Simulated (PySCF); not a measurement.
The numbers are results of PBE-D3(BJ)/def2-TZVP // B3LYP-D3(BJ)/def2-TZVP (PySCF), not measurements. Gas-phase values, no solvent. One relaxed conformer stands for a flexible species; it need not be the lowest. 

Reference species (SMILES): `S` (neutral, multiplicity 1).

```json
{
  "HOMO": "-6.19 eV"
}
```

Changed species: `CNS` (C–N–S–H torsion 61°) (X = methylamino; the reference has X = H).

**Question.** Give the shifts of the HOMO.

**Answer.** the HOMO goes up by 0.58 eV, to -5.61 eV.
